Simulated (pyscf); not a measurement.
H₃Si–SiH(SiH₃)–SiH₃ + hydrogen chloride (HCl) -> H₃Si–SiH(SiH₃)–SiH₂–Cl + hydrogen (H₂) (four-centre exchange; singlet surface; H–Si, Cl–H broken, Cl–Si, H–H formed). PySCF, gas phase, ωB97X-D3(BJ)/def2-SVP geometries. Rate constants from transition-state theory, ωB97M-D3(BJ)/def2-TZVP energies (ideal gas, 1 atm, RRHO with modes under 100 cm⁻¹ raised to 100, one conformer, R ln 2 for chiral ones without a mode under 150 cm⁻¹; no tunnelling), k in cm³ molecule⁻¹ s⁻¹.

```
T (K)  1000/T  log10 k
-----  ------  -------
298     3.354   -38.16
600     1.667   -26.06
900     1.111   -21.92
1200    0.833        ?
```

**Question.** Fit an Arrhenius line to the three values, give the activation energy, and predict k at 1200 K.

**Answer.** Least squares gives log10 k = -13.95 − 7.22 × 1000/T, so Ea = 7.22 × ln 10 × 1.987 = 33.0 kcal/mol, against an electronic barrier of 30.8. At 1200 K the line gives -19.97; the computed value is -19.76 (ΔG‡ = 78.9 kcal/mol), a factor 1.6 over the line, since the plot is curved. At the saddle there is also a short H–Si contact that neither side keeps. This is the saddle that the search found; another between the same sides may lie lower.
